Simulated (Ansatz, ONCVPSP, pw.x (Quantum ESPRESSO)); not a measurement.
## pw.x on fcc W: one setting changed

Potential: optimised norm-conserving Vanderbilt (ONCV), ONCVPSP 4.0.1.1 (patched build), PBEsol; core [Kr] 4d10 4f14, reference 5s2 5p6 5d4.5 6s1.5; waves: 5s+6s: rc 1.90 bohr, ncon 4, nbas 7, qcut 5.9 1/bohr, 2 projectors; 5p: rc 2.10 bohr, ncon 4, nbas 7, qcut 8.8 1/bohr, 2 projectors, debl 0.6 Ha; 5d: rc 2.05 bohr, ncon 5, nbas 10, qcut 7.5 1/bohr, 2 projectors, debl 1.9 Ha; local part: polynomial inside 1.10 bohr (lpopt 4, dvloc0 2 Ha); core correction: Teter function fitted to the true core (icmod 2), fcfact 0.65. In the p channel the program set the typed energies aside and used -1.554, 0.250 Ha.

The reference run (k-mesh 14³, cutoffs 55/220 Ry, Fermi–Dirac 0.01 Ry, mixing_beta 0.4, conv_thr 1e-9, no spin) gives -3.17 GPa at 15.995 Å³/atom, where all-electron LAPW gives 0.14 GPa. This run, with its own iteration cap, changes input_dft to pbee, a wrong or extreme entry chosen on purpose.

```
&control
  calculation='scf', prefix='x', pseudo_dir='./', outdir='./tmp', tstress=.true., disk_io='none'
/
&system
  ibrav=0, nat=1, ntyp=1, ecutwfc=55, ecutrho=220, nbnd=15,
  occupations='smearing', smearing='fd', degauss=0.01, input_dft='pbee'
/
&electrons
  conv_thr=1e-09, mixing_beta=0.4, electron_maxstep=70
/
ATOMIC_SPECIES
W 1.0 W.UPF
CELL_PARAMETERS angstrom
  0.00000000 1.99979164 1.99979164
  1.99979164 0.00000000 1.99979164
  1.99979164 1.99979164 0.00000000
ATOMIC_POSITIONS crystal
W 0.0000 0.0000 0.0000
K_POINTS automatic
14 14 14 0 0 0
```

```bash
pw.x < W.scf.in > W.scf.out
```

**Question.** How does the run end?

**Answer.** It converges in 8 iterations; the free energy moves by +591.44 eV/atom and the pressure by +251.41 GPa. The name is a misspelling that pw.x reads only in part, so most of exchange and correlation is missing and the result is not meaningful.

```
Exchange-correlation= PBEE
     Message from routine setup:
     using ibrav=0 with symmetry is DISCOURAGED, use correct ibrav instead
     lattice parameter (alat)  =       5.3444  a.u.
     unit-cell volume          =     107.9396 (a.u.)^3
     number of electrons       =        14.00
     number of Kohn-Sham states=           15
     kinetic-energy cutoff     =      55.0000  Ry
     charge density cutoff     =     220.0000  Ry
     scf convergence threshold =      1.0E-09
     Exchange-correlation= PBEE
     number of k points=   104  Fermi-Dirac smearing, width (Ry)=  0.0100
     iteration #  1     ecut=    55.00 Ry     beta= 0.40
     total energy              =    -119.78209607 Ry
     estimated scf accuracy    <       1.16502926 Ry
     iteration #  2     ecut=    55.00 Ry     beta= 0.40
     total energy              =    -119.81544409 Ry
     estimated scf accuracy    <       0.11760727 Ry
     iteration #  3     ecut=    55.00 Ry     beta= 0.40
     total energy              =    -119.84879356 Ry
     estimated scf accuracy    <       0.00050867 Ry
     [... 2 iterations left out ...]
     iteration #  6     ecut=    55.00 Ry     beta= 0.40
     total energy              =    -119.84891744 Ry
     estimated scf accuracy    <       0.00000003 Ry
     iteration #  7     ecut=    55.00 Ry     beta= 0.40
     total energy              =    -119.84891744 Ry
     estimated scf accuracy    <          9.4E-09 Ry
     iteration #  8     ecut=    55.00 Ry     beta= 0.40
     the Fermi energy is    37.0987 ev
!    total energy              =    -119.84891744 Ry
     estimated scf accuracy    <          3.9E-10 Ry
     smearing contrib. (-TS)   =      -0.00421028 Ry
     The total energy is F=E-TS. E is the sum of the following terms:
     one-electron contribution =     -13.82905924 Ry
     hartree contribution      =      13.26097914 Ry
     xc contribution           =      -0.38021867 Ry
     ewald contribution        =    -118.89640840 Ry
     convergence has been achieved in   8 iterations
          total   stress  (Ry/bohr**3)                   (kbar)     P=     2482.36
     Message from routine punch:
     Nothing written, as per user request (disk_io='none')
```

The run took about 13 s on one core of a shared host (Neoverse-V1, 32 threads, 247 GiB, load 27).
